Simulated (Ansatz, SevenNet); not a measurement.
Elastic constant C66 (GPa) along a series of related solids, from the machine-learned potential SevenNet-0 (trained on PBE and PBE+U data); LDA (Ansatz, a program for electronic structure, plane waves, PAW); PBE (Ansatz, plane waves, PAW).

```json
[
 {"solid": "hcp Y", "SevenNet-0": "4.97", "LDA": "25.1", "PBE": "26.0"},
 {"solid": "hcp Zr", "SevenNet-0": "6.45", "LDA": "32.5", "PBE": "39.2"},
 {"solid": "hcp Tc", "SevenNet-0": "35.4", "LDA": "152", "PBE": "135"},
 {"solid": "hcp Cd", "SevenNet-0": "7.85", "LDA": "47.5", "PBE": "22.8"}
]
```

Members of the series are missing where a level wasn't run or failed, where a doubt is noted on the run or the magnetic state, for phases of high temperature or layered ones, and where values are held back for tests.

Ansatz's runs of these crystals have no spin polarisation.

Each level is taken at its own relaxed cell. Ansatz's density-functional and Hartree–Fock values are scalar-relativistic unless marked +SOC, with PAW data made under PBE.
